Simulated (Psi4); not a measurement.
Psi4 input (wB97X-D/6-31G*):

```
memory 1500 MB

molecule {
1 2
O     0.02020823    1.01983024    0.03651820
H    -0.91858206    1.34752059    0.03195986
Cl    0.04452448   -0.55918603   -0.01906502
symmetry c1
no_reorient
no_com
}

set {
  basis 6-31G*
  reference uks
  scf_type pk
  dft_radial_points 99
  dft_spherical_points 590
  e_convergence 1e-8
  d_convergence 1e-7
  maxiter 150
}

e = energy('wb97x-d')
print_out(f'\nFINAL {e:.10f} DIPOLE {variable("CURRENT DIPOLE")[0]:.6f} {variable("CURRENT DIPOLE")[1]:.6f} {variable("CURRENT DIPOLE")[2]:.6f}\n')
```

Predict the final energy.

-535.49909 Eh.
